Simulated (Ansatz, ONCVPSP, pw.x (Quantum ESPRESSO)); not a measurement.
barium (Ba): does the ONCV potential hold in the solid?

barium, optimised norm-conserving Vanderbilt (ONCV), made with ONCVPSP 4.0.1.1 (patched build) (PBE, scalar-relativistic). Core [Kr] 4d10, reference 5s2 5p6 6s2. Waves: 5s+6s: rc 2.55 bohr, ncon 4, nbas 7, qcut 4.7 1/bohr, 2 projectors; 5p: rc 2.85 bohr, ncon 4, nbas 8, qcut 3.9 1/bohr, 2 projectors, debl 1.8 Ha; d scattering state at 0.03 Ha: rc 2.75 bohr, ncon 5, nbas 8, qcut 3.5 1/bohr, 1 projector. Local part: polynomial inside 2.10 bohr (lpopt 3, dvloc0 4 Ha). Core correction: Teter function, fcfact 2.25, rcfact 1.05.

In the d channel the program set the typed energies aside and used 0.050 Ha.

Atomic tests: cutoffs needed: 7.7 Ha and 9.2 Ha (the cutoffs (Ha) at which the residual kinetic energy of the hardest occupied pseudo-wave falls to 1 and 0.1 mHa per electron); ghost test: no bound ghost flagged; no localised positive-energy state flagged; largest excitation error: -44 meV (all-electron minus pseudo) for 5s2 5p5 6s2, out of 4 test configurations.

Crystal test: bcc Ba in pw.x 7.5, no spin, 9³ k-points, Fermi–Dirac smearing 0.01 Ry, cutoffs 50/200 Ry. The reference is all-electron LAPW (Ansatz 0.2.0) with the same functional, mesh and smearing; V0 and B0 come from Birch–Murnaghan fits to the pressures at five volumes. Errors are pseudo minus all-electron; Δ is the rms difference of the E(V) curves that follow from these fits, minima aligned, over ±6 % about the mean V0. Mesh and smearing are coarse, so the numbers serve the comparison and aren't converged zero-temperature values; the lattice is a test structure that the element need not adopt.

```
V (Å³/atom)  P all-electron (GPa)  P pseudo (GPa)
     60.428                  0.47            0.52
     62.018                  0.23            0.27
     63.608                  0.01            0.04
     65.198                 -0.19           -0.16
     66.788                 -0.38           -0.35
```

All-electron: a0 = 5.031 Å (V0 = 63.67 Å³/atom), B0 = 8.4 GPa.

Pseudopotential: mean pressure error (GPa): +0.03; a0 (Å): 5.037; a0 error (%): +0.13; B0 error (%): +1.5; Δ (meV/atom): 0.5.

**Question.** At the middle volume, how do free energy and pressure move when the wave cutoff is lowered (ecutrho kept at four times it)?

**Answer.**

```tsv
cutoff (Ry)	shift of F (meV/atom)	shift of P (GPa)
22	+0.8	-0.01
30	+0.4	+0.00
40	+0.2	+0.00
```

The run at the middle volume (35 k-points, 6 iterations) took about 24 s on one core of a shared host (Neoverse-N1, 64 threads, 124 GiB, load 55).
